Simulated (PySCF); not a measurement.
Exact simulation of a proton spin system

Molecule: `CCNN(C)C`, C$_{4}$H$_{12}$N$_{2}$.

Bonds (- single, = double, # triple, : aromatic): C1-C2, C2-N3, N3-N4, N4-C5, N4-C6. C1 carries H7, H8, H9; C2 carries H10, H11; N3 carries H12; C5 carries H13, H14, H15; C6 carries H16, H17, H18.

No solvent model, one conformer, fast rotation and ring inversion assumed for equivalent nuclei, non-relativistic. Couplings computed with B3LYP/pcJ-1 (spin–dipole term only in couplings to heteroatoms); coordinates at the GFN2-xTB level; NMR shieldings at PBE0/pcSseg-1/GIAO; PySCF 2.14.

References, each an isolated molecule treated in the same way: 1H vs TMS.

The 5-spin Hamiltonian (Zeeman plus full scalar coupling among like nuclei) was diagonalised exactly; lines are Lorentzian, 0.4 Hz wide, and the maxima above 3 % are listed with the tallest set to 100.

Peak list at 500 MHz for the spins H7/H8/H9/H10/H11:
Hz from δ = 0 (height): 1506.5 (16), 1498.9 (49), 1491.2 (49), 1483.7 (17), 557.6 (50), 550.0 (100), 542.4 (48)

Question: Extract the chemical shifts and coupling constants behind this pattern (give the signs of the calculation).

Answer: 
Shifts (ppm): H7/H8/H9 1.10, H10/H11 2.99.
Couplings (Hz): H7–H8, H7–H9, H8–H9: -13.2; H7–H10, H7–H11, H8–H10, H8–H11, H9–H10, H9–H11: 7.6; H10–H11: -10.2.
These are the parameters used. A line list fixes at most the relative signs, and those only where coupling is strong; other parameter sets or atom labellings may fit too, and couplings well below the line width leave little trace. Couplings within a CH3 group never show.

The OH or NH signal is concentration- and solvent-dependent in practice; the value given is the gas-phase one. Unscaled 3J(H,H) at this level run about 10 % above measured values.
